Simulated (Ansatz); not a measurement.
Reaction (SMILES): NC=O + 3 [H][H] (H2) → C (CH4) + N (NH3) + O (H2O)
B3LYP-D3(BJ)/def2-TZVP geometries, fixed; electronic energies without zero-point terms.

Basis-set convergence of the energy of full hydrogenation at MP2 with Ansatz (an electronic-structure program). Cartesian d functions, on some or all atoms, in 6-31G**, 6-31+G*; all else is spherical. Cores are frozen. Species with rotatable bonds are taken in one conformer. No added dispersion term, no relativity. Functions are those of the species that has most. Reference: Hartree-Fock in aug-cc-pVQZ plus the correlation part extrapolated as X^-3 from aug-cc-pVTZ and aug-cc-pVQZ, -54.91 kcal/mol, itself unsure by roughly 0.14 kcal/mol (a third of the extrapolation step and of the last Hartree-Fock step).

```
basis              functions  energy of full hydrogenation (kcal/mol)
-----------------  ---------  ---------------------------------------
3-21G                     33                               (withheld)
pcseg-0                   33                                   -32.95
cc-pVDZ                   57                               (withheld)
def2-SVP                  57                                   -46.41
6-31G**                   60                                   -46.39
6-31+G*                   63                               (withheld)
aug-cc-pVDZ               96                                   -57.24
aug-pcseg-1               96                                   -54.36
6-311++G(2d,2p)          111                                   -55.90
def2-TZVP                111                               (withheld)
pcseg-2                  132                                   -54.69
jun-cc-pV(T+d)Z          159                                   -55.34
def2-TZVPPD              165                                   -55.43
6-311++G(3df,3pd)        171                                   -54.71
aug-pcseg-2              207                                   -55.07
cc-pVQZ                  255                                   -54.02
def2-QZVPPD              291                                   -55.35
aug-pcseg-3              402                                   -54.94
```

Q: Some entries are withheld; supply them.

A: 
- 3-21G, energy of full hydrogenation (kcal/mol): -26.66
- cc-pVDZ, energy of full hydrogenation (kcal/mol): -46.51
- 6-31+G*, energy of full hydrogenation (kcal/mol): -40.66
- def2-TZVP, energy of full hydrogenation (kcal/mol): -47.35
